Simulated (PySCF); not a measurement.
C6H8.
Bonds: C1–C2 (double), C2–C3, C3–C4, C4–C5, C5–C6 (double), C2–C5. Hydrogens: H7, H8 on C1; H9, H10 on C3; H11, H12 on C4; H13, H14 on C6.

The same species was optimised twice, with GFN2-xTB and with PBE0-D3(BJ)/def2-SVP (PySCF), and the same property calculations (PySCF, gas phase) were run on both structures.

```csv
coordinate,GFN2-xTB,PBE0-D3(BJ)/def2-SVP,change
C2–C5 (Å),1.464,1.479,+0.015
C5=C6 (Å),1.323,1.335,+0.012
C1=C2 (Å),1.323,1.335,+0.012
C3–C4 (Å),1.544,1.554,+0.010
C2–C3 (Å),1.510,1.519,+0.009
C4–C5 (Å),1.510,1.520,+0.010
C4–C5–C6 (°),133.8,134.2,+0.4
C1–C2–C3 (°),133.9,134.2,+0.3
C2–C5–C6 (°),134.6,134.4,-0.2
C1–C2–C5 (°),134.6,134.4,-0.2
C3–C4–C5 (°),88.5,88.6,+0.1
C2–C5–C4 (°),91.5,91.4,-0.1
C3–C2–C5 (°),91.5,91.4,-0.1
C2–C3–C4 (°),88.5,88.6,+0.1
```

Rotational constants: A = 5045, B = 4162, C = 2348 MHz (GFN2-xTB) against A = 4956, B = 4097, C = 2309 MHz (PBE0-D3(BJ)/def2-SVP). Point groups within 0.08 Å: C2v and C2v.

On the GFN2-xTB structure: lowest singlet, TDDFT (eV) 5.19 [PBE0/def2-SVPD]; lowest triplet, Tamm–Dancoff (eV) 2.90 [PBE0/def2-SVPD]; isotropic polarisability (au) 72.4 [PBE0/def2-SVPD]; HOMO (eV) -6.57 [PBE0/def2-SVPD]; LUMO (eV) -1.07 [PBE0/def2-SVPD]; dipole (D) 0.49 [PBE0/def2-SVPD]; HOMO (eV) -6.55 [PBE0/pcSseg-1]; LUMO (eV) -1.01 [PBE0/pcSseg-1]; dipole (D) 0.47 [PBE0/pcSseg-1]; GIAO shielding of C1/C6 (mean) (ppm) 75.7 [PBE0/pcSseg-1]; GIAO shielding of C2/C5 (mean) (ppm) 31.5 [PBE0/pcSseg-1]; GIAO shielding of C3/C4 (mean) (ppm) 158.4 [PBE0/pcSseg-1].

Task: What do these properties become on the PBE0-D3(BJ)/def2-SVP structure?

Result: 
| property | level | on GFN2-xTB | on PBE0-D3(BJ)/def2-SVP | change |
| --- | --- | --- | --- | --- |
| lowest singlet, TDDFT (eV) | PBE0/def2-SVPD | 5.19 | 5.13 | -0.06 |
| lowest triplet, Tamm–Dancoff (eV) | PBE0/def2-SVPD | 2.90 | 2.83 | -0.07 |
| isotropic polarisability (au) | PBE0/def2-SVPD | 72.4 | 74.1 | +1.7 |
| HOMO (eV) | PBE0/def2-SVPD | -6.57 | -6.56 | +0.01 |
| LUMO (eV) | PBE0/def2-SVPD | -1.07 | -1.12 | -0.05 |
| dipole (D) | PBE0/def2-SVPD | 0.49 | 0.50 | +0.01 |
| energy, GFN2-xTB geometry as zero (kcal/mol) | PBE0/def2-SVPD | 0.0 | -1.0 | -1.0 |
| HOMO (eV) | PBE0/pcSseg-1 | -6.55 | -6.54 | +0.01 |
| LUMO (eV) | PBE0/pcSseg-1 | -1.01 | -1.06 | -0.05 |
| dipole (D) | PBE0/pcSseg-1 | 0.47 | 0.48 | +0.01 |
| energy, GFN2-xTB geometry as zero (kcal/mol) | PBE0/pcSseg-1 | 0.0 | -0.4 | -0.4 |
| GIAO shielding of C1/C6 (mean) (ppm) | PBE0/pcSseg-1 | 75.7 | 72.7 | -3.0 |
| GIAO shielding of C2/C5 (mean) (ppm) | PBE0/pcSseg-1 | 31.5 | 28.1 | -3.4 |
| GIAO shielding of C3/C4 (mean) (ppm) | PBE0/pcSseg-1 | 158.4 | 155.3 | -3.1 |

The heavy atoms differ by 0.013 Å rms after alignment. Among bonds between heavy atoms C2–C5 changes most (+0.015 Å). Changes are differences of the printed values. Neither structure is proved a minimum here.
